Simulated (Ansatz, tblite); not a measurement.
# PPSbSb tetrahedron (Sb₂P₂): one state, many levels

How do method and basis change the picture of PPSbSb tetrahedron (Sb₂P₂) (singlet)?

Computed with Ansatz 0.2.0, Gaussian basis. Level: as each input shows.

Plan: GFN1-xTB, GFN2-xTB, PBE-D4/def2-TZVP, r2SCAN-D4/def2-TZVP, B2PLYP/def2-TZVP, BLYP-D4/def2-TZVP, r2SCAN0-D4/def2-TZVP, B3LYP-D4/def2-TZVP, HF/def2-TZVP, LDA/def2-TZVP, LC-ωPBE/def2-TZVP, PBE-D4/def2-SVP, PBE0-D4/def2-SVP, CCSD(T)/def2-TZVPP, MP2/def2-TZVP, RPA/def2-TZVP.

2 further runs of the same task are left out: 2 set aside as unsound or not needed.

## Step 1: The structure

The geometry is that of the singlet, from an earlier relaxation (r2SCAN-D4/def2-SVP).

4 atoms, charge 0, spin multiplicity 1.

Bond lengths: P1–Sb3 2.552 Å, P1–Sb4 2.552 Å, P2–Sb3 2.552 Å, P2–Sb4 2.552 Å. Angles: Sb3–P1–Sb4 66.7°, Sb3–P2–Sb4 66.7°, P1–Sb3–P2 52.0°, P1–Sb4–P2 52.0°.

Sb takes a core potential in the def2 sets. No spin-orbit coupling is included.

PBE0-D4/def2-TZVP was run before; its log isn't repeated, and its numbers join the tables.

## Step 2: GFN1-xTB

Tight binding, by tblite at 300 K electronic temperature and without a spin-polarisation term:

```python
tblite.interface.Calculator('GFN1-xTB', numbers, positions, charge=0, uhf=0).singlepoint()
```

Energy -280.3515 eV, HOMO -9.20 eV, LUMO -6.30 eV; 0.016 s.

## Step 3: GFN2-xTB

Tight binding, by tblite at 300 K electronic temperature and without a spin-polarisation term:

```python
tblite.interface.Calculator('GFN2-xTB', numbers, positions, charge=0, uhf=0).singlepoint()
```

Energy -259.5720 eV, HOMO -9.77 eV, LUMO -7.50 eV; 0.014 s.

## Step 4: PBE-D4/def2-TZVP

start.molden holds the orbitals of an earlier run on this state, given as this run's starting guess.

in.yaml reads:

```yaml
crystal:
  periodic: [false, false, false]
  atoms:
    - {symbol: P, position_ang: [-0.422740, -0.508100, 1.279787]}
    - {symbol: P, position_ang: [-0.120802, 1.422825, 0.188970]}
    - {symbol: Sb, position_ang: [1.596938, -0.405706, -0.276153]}
    - {symbol: Sb, position_ang: [-1.053396, -0.509019, -1.192614]}
basis:
  gaussian: {orbitals: def2-TZVP, initial_orbitals: start.molden}
hamiltonian: {xc: pbe, dispersion: d4}
scf: {omitted_lower_state_checks: [starts]}
output: {orbitals: {seedname: orbitals}}
```

Launch:

```sh
$ ansatz run in.yaml --threads 4 --pin off --events-out ev --progress --plain --max-ram 3916MiB
```

After this run come: r2SCAN-D4/def2-TZVP; B2PLYP/def2-TZVP; BLYP-D4/def2-TZVP; r2SCAN0-D4/def2-TZVP; B3LYP-D4/def2-TZVP; HF/def2-TZVP; LDA/def2-TZVP; LC-ωPBE/def2-TZVP; PBE-D4/def2-SVP; PBE0-D4/def2-SVP; CCSD(T)/def2-TZVPP; MP2/def2-TZVP; RPA/def2-TZVP.

Before running them: what should the planned runs give, taken together? Wanted: gap in def2-TZVP, named functionals and Hartree-Fock, smallest and largest; correlation energy, CCSD(T)/def2-TZVPP; correlation energy, MP2/def2-TZVP; binding an atom, CCSD(T)/def2-TZVPP; PBE0 total energy, smallest basis above largest.

The runs gave:

| quantity | value |
| --- | --- |
| gap in def2-TZVP, named functionals and Hartree-Fock, smallest and largest | 3.36 eV (BLYP-D4), 9.20 eV (HF) |
| correlation energy, CCSD(T)/def2-TZVPP | -27.63 eV |
| correlation energy, MP2/def2-TZVP | -27.04 eV |
| binding an atom, CCSD(T)/def2-TZVPP | 2.341 eV |
| PBE0 total energy, smallest basis above largest | 6.98 eV (def2-SVP, def2-TZVP) |

Orbital gaps of the named functionals and Hartree-Fock in def2-TZVP span 3.36 eV (BLYP-D4) to 9.20 eV (HF); exact exchange widens it. The functionals in def2-TZVP miss CCSD(T)/def2-TZVPP by -0.052 (LC-ωPBE) to +1.061 eV (LDA) an atom. CCSD(T)/def2-TZVPP isn't at the basis-set limit; small misses against it rank nothing.
